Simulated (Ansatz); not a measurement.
# CH6BN (built from SMILES CBN): search for a transition state, part 2 of 2

Ansatz 0.2.0, Gaussian basis; PBE0-D4. Earlier steps stand in the parts before.

## (7) Relaxing after a step of 0.30 Å one way along the mode

The input, downa/in.yaml:

```yaml
crystal:
  periodic: [false, false, false]
  atoms:
    - {symbol: B, position_ang: [-0.646019, -0.169474, -0.645983]}
    - {symbol: C, position_ang: [0.491970, 0.549358, 0.798648]}
    - {symbol: N, position_ang: [-0.130765, -1.295900, -1.050566]}
    - {symbol: H, position_ang: [0.515743, -0.263126, 0.224781]}
    - {symbol: H, position_ang: [-1.499915, 0.693090, -0.707886]}
    - {symbol: H, position_ang: [1.398499, 0.192555, 1.270825]}
    - {symbol: H, position_ang: [0.687790, 1.517644, 0.326775]}
    - {symbol: H, position_ang: [-0.300819, 0.624804, 1.550043]}
    - {symbol: H, position_ang: [-0.516585, -1.849051, -1.766637]}
basis:
  gaussian: {orbitals: def2-TZVP}
hamiltonian: {xc: pbe0, dispersion: d4}
relax: {f_tol: 0.005, max_steps: 200}
```

Started as:

```
$ ansatz run in.yaml --threads 2 --pin off --events-out ev --progress --plain --max-ram 4352MiB
```

Standard output, cut to the lines that bear on the results:

```text
Functional definition: PBE0
  name "PBE0"
  cite "Adamo & Barone, J. Chem. Phys. 110, 6158 (1999) doi:10.1063/1.478522"
  cite "Perdew, Burke & Ernzerhof, Phys. Rev. Lett. 77, 3865 (1996) doi:10.1103/PhysRevLett.77.3865"
  parent pbe
[...]
768 factors; their error is unknown
[...]
mean field -3296.23546554 eV, -121.1344190899 hartree, gradient 7.1e-6 eV, S^2 0.000000; 0 other end points of the search recorded, 0 dependent functions left out
[...]
reference -3296.23549544 eV, -121.1344201888 hartree; 12, 12 occupied and 117, 117 virtual orbitals, 768 factors
relax step   1: F+E_penalty+E_count = -3296.32331365 eV  Δ(F+E_penalty+E_count) = +0.000e0 eV  max|allowed force component| = 4.761e0 eV/Å  Δτ_max = 0.0000 Å  (26 SCF iters, accepted)
[...]
Total energy: -3298.14403789 eV, -121.2045578302 hartree
Atom 0 at    -1.357896    -0.412856    -1.399509 Å, force    -0.002092     0.001934    -0.000187 eV/Å
Atom 1 at     0.898008     0.723695     1.254141 Å, force     0.002146    -0.001530     0.000685 eV/Å
Atom 2 at    -0.846867    -1.475058    -1.760557 Å, force     0.001935    -0.001706     0.000223 eV/Å
Atom 3 at     0.945720    -0.173503     0.637612 Å, force    -0.000442     0.003052     0.001903 eV/Å
Atom 4 at    -1.844517     0.596348    -1.057320 Å, force     0.000390    -0.000019     0.000273 eV/Å
Atom 5 at     1.740154     0.738612     1.945759 Å, force    -0.002989     0.000013    -0.002443 eV/Å
Atom 6 at     0.939073     1.605824     0.615196 Å, force    -0.000029    -0.001296     0.000926 eV/Å
Atom 7 at    -0.034108     0.726744     1.819156 Å, force     0.001391    -0.000046    -0.000868 eV/Å
Atom 8 at    -0.439669    -2.329905    -2.054477 Å, force    -0.000310    -0.000404    -0.000511 eV/Å
Dipole moment:     0.003238    -0.008549    -0.003632 e Å
```

It took 24 s on 2 threads of Intel Xeon Platinum 8488C, shared host.

Step by step:

| step | energy from step 1 (eV) | largest force component (eV/Å) |
| --- | --- | --- |
| 1 | 0.0000 | 4.7605 |
| 2 | -0.5026 | 1.5349 |
| 3 | -0.8228 | 1.1770 |
| 4 | -1.1352 | 1.0309 |
| 5 | -1.2835 | 2.3945 |
| 6 | -1.5014 | 1.5618 |
| 7 | -1.6390 | 2.0265 |
| 8 | -1.6637 | 0.9327 |
| 9 | -1.7894 | 0.3477 |
| 10 | -1.8188 | 0.0380 |
| 11 | -1.8194 | 0.0816 |
| 12 | -1.8197 | 0.1539 |
| 13 | -1.8201 | 0.0582 |
| 14 | -1.8203 | 0.0452 |
| 15 | -1.8205 | 0.0736 |
| 16 | -1.8206 | 0.0569 |
| 17 | -1.8206 | 0.0339 |
| 18 | -1.8207 | 0.0011 |
| 19 | -1.8207 | 0.0051 |
| 20 | -1.8207 | 0.0058 |
| 21 | -1.8207 | 0.0031 |

Close pairs (by a distance rule), those that changed most:

| bond | before (Å) | after (Å) | change (Å) |
| --- | --- | --- | --- |
| C2–H4 | 0.995 | 1.090 | +0.095 |
| B1–N3 | 1.303 | 1.233 | -0.070 |
| B1–H5 | 1.215 | 1.171 | -0.044 |
| N3–H9 | 0.984 | 0.991 | +0.008 |
| C2–H6 | 1.083 | 1.090 | +0.007 |
| C2–H8 | 1.095 | 1.090 | -0.005 |
| C2–H7 | 1.095 | 1.090 | -0.005 |

## (8) Relaxing after a step of 0.30 Å the other way along the mode

The input, downb/in.yaml:

```yaml
crystal:
  periodic: [false, false, false]
  atoms:
    - {symbol: B, position_ang: [-0.605309, 0.033261, -0.464965]}
    - {symbol: C, position_ang: [0.362217, 0.598704, 0.729553]}
    - {symbol: N, position_ang: [-0.064184, -1.154275, -0.894759]}
    - {symbol: H, position_ang: [0.574462, -0.767172, -0.095358]}
    - {symbol: H, position_ang: [-1.557422, 0.701635, -0.745920]}
    - {symbol: H, position_ang: [1.295513, 0.133700, 1.146006]}
    - {symbol: H, position_ang: [0.684964, 1.574397, 0.368752]}
    - {symbol: H, position_ang: [-0.302058, 0.685227, 1.588173]}
    - {symbol: H, position_ang: [-0.388284, -1.805576, -1.631481]}
basis:
  gaussian: {orbitals: def2-TZVP}
hamiltonian: {xc: pbe0, dispersion: d4}
relax: {f_tol: 0.005, max_steps: 200}
```

Started as:

```
$ ansatz run in.yaml --threads 2 --pin off --events-out ev --progress --plain --max-ram 4352MiB
```

Standard output, cut to the lines that bear on the results:

```text
[... 5 set-up lines as earlier in the session ...]
[...]
768 factors; their error is unknown
[...]
mean field -3297.16411136 eV, -121.1685461942 hartree, gradient 5.9e-5 eV, S^2 0.000000; 0 other end points of the search recorded, 0 dependent functions left out
[...]
reference -3297.16414003 eV, -121.1685472480 hartree; 12, 12 occupied and 117, 117 virtual orbitals, 768 factors
relax step   1: F+E_penalty+E_count = -3297.25215834 eV  Δ(F+E_penalty+E_count) = +0.000e0 eV  max|allowed force component| = 3.287e0 eV/Å  Δτ_max = 0.0000 Å  (26 SCF iters, accepted)
[...]
Total energy: -3299.72290656 eV, -121.2625801837 hartree
Atom 0 at    -0.476088     0.065799    -0.336357 Å, force     0.002466     0.002584     0.000198 eV/Å
Atom 1 at     0.299331     0.790066     0.818516 Å, force    -0.001322    -0.001694    -0.000120 eV/Å
Atom 2 at    -0.042438    -1.144202    -0.869414 Å, force    -0.000743    -0.001622    -0.000382 eV/Å
Atom 3 at     0.784169    -1.621231    -0.549274 Å, force     0.000489     0.000363     0.000163 eV/Å
Atom 4 at    -1.478767     0.538634    -0.801759 Å, force    -0.000012    -0.000412     0.000348 eV/Å
Atom 5 at     1.195166     0.262561     1.158758 Å, force     0.000429     0.000226     0.000144 eV/Å
Atom 6 at     0.598446     1.796017     0.504660 Å, force    -0.000401     0.000039    -0.000551 eV/Å
Atom 7 at    -0.355641     0.936526     1.684224 Å, force    -0.000289     0.000272     0.000247 eV/Å
Atom 8 at    -0.524279    -1.624271    -1.609353 Å, force    -0.000617     0.000244    -0.000046 eV/Å
Dipole moment:     0.145022    -0.278582    -0.086073 e Å
```

Run time: 15 s. Hardware: 2 threads of Intel Xeon Platinum 8488C, shared host.

The steps of the relaxation: (the energy doesn't fall at every step)

| step | energy from step 1 (eV) | largest force component (eV/Å) |
| --- | --- | --- |
| 1 | 0.0000 | 3.2870 |
| 2 | -0.7158 | 3.3519 |
| 3 | -1.5555 | 2.5103 |
| 4 | -2.0927 | 1.2793 |
| 5 | -2.3498 | 0.7588 |
| 6 | -2.4555 | 0.2654 |
| 7 | -2.4164 | 0.8500 |
| 8 | -2.4611 | 0.8974 |
| 9 | -2.4705 | 0.0862 |
| 10 | -2.4707 | 0.0068 |
| 11 | -2.4707 | 0.0026 |

Close pairs (by a distance rule), those that changed most:

| bond | before (Å) | after (Å) | change (Å) |
| --- | --- | --- | --- |
| N3–H4 | 1.094 | 1.007 | -0.087 |
| B1–C2 | 1.638 | 1.568 | -0.070 |
| N3–H9 | 1.035 | 1.005 | -0.030 |
| C2–H6 | 1.123 | 1.094 | -0.029 |
| B1–N3 | 1.374 | 1.392 | +0.018 |
| C2–H8 | 1.089 | 1.095 | +0.006 |
| C2–H7 | 1.089 | 1.095 | +0.006 |
| B1–H5 | 1.197 | 1.202 | +0.006 |

## (9) The three structures

| pair | start side (Å) | saddle (Å) | end side (Å) |
| --- | --- | --- | --- |
| C2–H4 | 2.814 | 1.300 | 1.090 |
| B1–C2 | 1.568 | 1.806 | 3.664 |
| N3–H4 | 1.007 | 1.412 | 3.265 |

## (10) Summary of results

The summary covers parts 1 to 2.

```
                       quantity                                     value
                 imaginary mode                                1370i cm⁻¹
    barrier from the start side                             79.1 kcal/mol
      barrier from the end side                             42.6 kcal/mol
             energy of the step                            +36.4 kcal/mol
              pairs that change  C2–H4 formed, B1–C2 broken, N3–H4 broken
zero-point energy at the saddle                                  1.869 eV
```

**Reading.** The point has a single imaginary mode (1370i cm⁻¹), as a transition state must. It joins the planned start and end. At PBE0-D4/def2-TZVP the electronic barrier is 79.1 kcal/mol, about 133 kT at 298 K, and the step runs 36.4 kcal/mol uphill. With so stiff a mode tunnelling counts: Wigner's rough correction is a factor of 2.8 at 298 K. The ends are the nearest minima, not always the lowest complexes.
